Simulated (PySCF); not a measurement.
Species, as SMILES: OO (H2O2).
Geometry (B3LYP-D3(BJ)/def2-TZVP, fixed):
```
O
H 1 0.9680
O 1 1.4504 2 100.54
H 3 0.9680 1 100.54 2 115.91
```

How fast the lowest singlet excitation energy converges with the basis for several methods (PySCF): deviation from each method's own reference, in eV. References: CAM-B3LYP 5.907 eV, the value in d-aug-cc-pVTZ; PBE 5.476 eV, the value in d-aug-cc-pVTZ; PBE0 5.920 eV, the value in d-aug-cc-pVTZ. All functions are spherical. Density fitting with generated auxiliary sets. No added dispersion term, no relativity. Tamm-Dancoff approximation, the state taken by its order.

| basis | functions | CAM-B3LYP | PBE | PBE0 |
|---|---|---|---|---|
| aug-pcseg-1 | 64 | -0.057 | -0.023 | -0.057 |
| aug-cc-pVDZ | 64 | -0.055 | -0.039 | -0.059 |
| d-aug-cc-pVDZ | 90 | -0.056 | -0.052 | -0.062 |
| def2-TZVPD | 98 | 0.000 | 0.031 | 0.004 |
| jun-cc-pV(T+d)Z | 106 | 0.008 | 0.061 | 0.014 |
| def2-TZVPPD | 114 | 0.001 | 0.030 | 0.004 |
| aug-pcseg-2 | 138 | 0.007 | 0.011 | 0.008 |
| aug-cc-pVTZ | 138 | 0.000 | 0.007 | 0.002 |
| pcseg-3 | 186 | 0.028 | 0.075 | 0.034 |
| d-aug-cc-pVTZ | 188 | 0.000 | 0.000 | 0.000 |
| def2-QZVPPD | 198 | 0.005 | 0.021 | 0.005 |

Mean absolute deviation over def2-TZVPD, jun-cc-pV(T+d)Z, def2-TZVPPD, aug-pcseg-2, aug-cc-pVTZ: CAM-B3LYP 0.003, PBE0 0.006, PBE 0.028 eV.
